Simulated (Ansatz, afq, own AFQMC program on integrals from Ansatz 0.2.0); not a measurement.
Integrals from Ansatz 0.2.0, then the random walk in our own AFQMC program (afq).

```yaml
crystal:
  periodic: [false, false, false]
  atoms:
    - {symbol: Cl, position_ang: [-1.999065, -1.010138, 0.890264]}
    - {symbol: In, position_ang: [-0.032223, -0.001471, 0.000410]}
    - {symbol: Br, position_ang: [2.244848, -0.781141, 0.774246]}
basis:
  gaussian: {orbitals: def2-TZVP}
magnetization: {spin_polarized: true, initial_magnetization: 1}
correlation: {method: ccsd_t, electrons: outside_noble_gas, hamiltonian_folder: ham}
```

```sh
$ ansatz run in.yaml --threads 1 --pin off --events-out ev --progress --plain --max-ram 23808MiB --backend cuda --devices 0, --max-vram 18GiB
```

Options of the walk:

```
--method phaseless --trial cisd --walkers 1200 --populations 20 --least-time 60 --time-step 0.005 --steps-per-block 50 --equilibration-blocks 28 --max-blocks 4000 --target-error 0.00024 --factor-cut 1e-05 --start spin_pure --seed 7587 --release-times 0.24,0.51,0.99,1.5 --release-step 0.03 --release-every 4 --taylor-order 6
```

Times are imaginary, in 1/Eh. The walk had a cap of 248 s. With eight or more populations the least sampling time is a fifth of least-time, and the error comes from their spread. Filled inner d shells are frozen with the cores. Core potentials past Kr, no spin–orbit coupling.

afq prints:

```
orbitals 107  electrons 9 8  factors 870 of 1025
reference energy -3221.25211332 Eh
CCSD correlation -0.42047852 Eh in 12 cycles, weight of the determinant in the CISD state 0.8329
energy of the start -3221.671935 Eh
 block  time / (1/Eh)  mean weight  energy / Eh
     1     0.250  1.0000  -3221.662350
     2     0.500  1.0001  -3221.668134
     3     0.750  0.9997  -3221.675739
     4     1.000  0.9993  -3221.679594
     5     1.250  0.9996  -3221.681618
    10     2.500  1.0000  -3221.690448
    25     6.250  1.0003  -3221.693060
    40    10.000  0.9995  -3221.693681
    55    13.750  1.0000  -3221.694054
    58    14.500  0.9997  -3221.697003
    70    17.500  1.0001  -3221.694795
    85    21.250  1.0005  -3221.693213
   100    25.000  0.9999  -3221.695761
   115    28.750  1.0000  -3221.692412
   130    32.500  1.0004  -3221.688197
   145    36.250  0.9998  -3221.692628
   157    39.250  1.0008  -3221.692483
error from the spread of 20 populations
released: time / (1/Eh)  energy / Eh  error  mean overlap
  0.24  -3221.692638  0.000212  0.9988
  0.51  -3221.692896  0.000216  0.9942
  0.99  -3221.693246  0.000311  0.9844
  1.50  -3221.693222  0.000325  0.9791
energy -3221.692535 +/- 0.000293 Eh
(rows thinned)
```

The run passed its tests (sampling time, drift between the halves within three errors, error under three times the target), which doesn't prove that it has relaxed, ending at its cap on processor time.

Against this walk (error 8.0 meV) on the same determinant: CCSD(T) 50.8 meV higher. The error is statistical and leaves out the bias of the constraint. Released to 1.50 1/Eh the energy moves by -19 ± 12 meV (both errors), within twice the noise.

Cautions: constraint bias not in the error; error above the target (8.0 against 6.5 meV); no spin-orbit coupling; no relativity below Rb; inner d shell frozen.

The walk took 4.1 min on 1 × NVIDIA H100 80GB HBM3 with 2 threads of AMD EPYC 7R13 Processor (Zen 3), on a shared host (the card was shared). The log's last line is the phaseless energy.

A walk keeps the symmetry of its determinant, which the program's search chose and which needn't be the lowest solution, so a lower state of the same spin and another symmetry isn't excluded.
